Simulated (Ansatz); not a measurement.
# BH3SSi: the cost of one run

All numbers are computed with Ansatz 0.2.0 through its Python package. Level of theory: PBE0/def2-SVPD.

**1. The system**

Bond lengths: B1–Si2 2.000 Å, B1–S3 1.871 Å, Si2–S3 1.987 Å, B1–H4 1.163 Å, Si2–H5 1.484 Å, Si2–H6 1.478 Å. Angles: B1–Si2–S3 56.0°, B1–Si2–H5 113.6°, B1–Si2–H6 114.7°, S3–Si2–H5 113.8°, S3–Si2–H6 115.1°, H5–Si2–H6 124.5°, Si2–B1–S3 61.7°, Si2–B1–H4 133.0°, S3–B1–H4 146.5°, B1–S3–Si2 62.4°.

The script holds or builds the structure itself.

**2. Script**

Contents of dimer_bh3ssi.py:

```python
"""Interaction energy of two BH3SSi molecules, with the counterpoise correction."""

import ansatz as az

params = {
    "basis": "def2-SVPD",
    "xc": "PBE0",
}

FIRST = [
    ("B", (-0.8191, -0.8979, -0.1288)),
    ("Si", (0.4235, 0.6329, 0.2071)),
    ("S", (0.9431, -1.278, 0.3702)),
    ("H", (-1.6666, -1.0751, -0.9047)),
    ("H", (0.914, 1.2835, -1.0337)),
    ("H", (0.2052, 1.3347, 1.4898)),
]
SECOND = [
    ("B", (5.1262, -3.14, 0.5559)),
    ("Si", (3.4815, -3.5551, -0.5038)),
    ("S", (4.2873, -1.7442, -0.3644)),
    ("H", (6.1158, -3.7208, 0.7433)),
    ("H", (3.7611, -4.2379, -1.7919)),
    ("H", (2.262, -3.7625, 0.3057)),
]

def energy(atoms, ghosts=()):
    molecule = az.Crystal.molecule()
    for symbol, xyz in atoms:
        molecule = molecule.atom(symbol, xyz)
    calc = (
        molecule.calculation()
        .basis(gaussian=params["basis"])  # atom-centred Gaussian functions
        .functional(params["xc"])
    )
    deck = calc.input()
    if ghosts:
        deck = deck.set(az.key.basis.gaussian.ghost_atoms, [{"symbol": s, "position_ang": list(xyz)} for s, xyz in ghosts])
    return az.Session.from_dict(deck).plan().execute().report["free_energy_ev"]

# ghost atoms carry the functions of the partner
both = energy(FIRST + SECOND)
alone = energy(FIRST) + energy(SECOND)
ghosted = energy(FIRST, SECOND) + energy(SECOND, FIRST)
print(f"dimer {both:.6f} eV")
print(f"interaction, uncorrected   {23.060548 * (both - alone):8.3f} kcal/mol")
print(f"interaction, counterpoise  {23.060548 * (both - ghosted):8.3f} kcal/mol")
print(f"basis-set superposition    {23.060548 * (alone - ghosted):8.3f} kcal/mol")
```

**3. The run**

Command:

```bash
> python dimer_bh3ssi.py
```

**Question.** How long does this script take on 1 thread of Arm Neoverse V1, shared host, and how much memory does it need?

About 32 s, with a peak of 0.56 GiB.
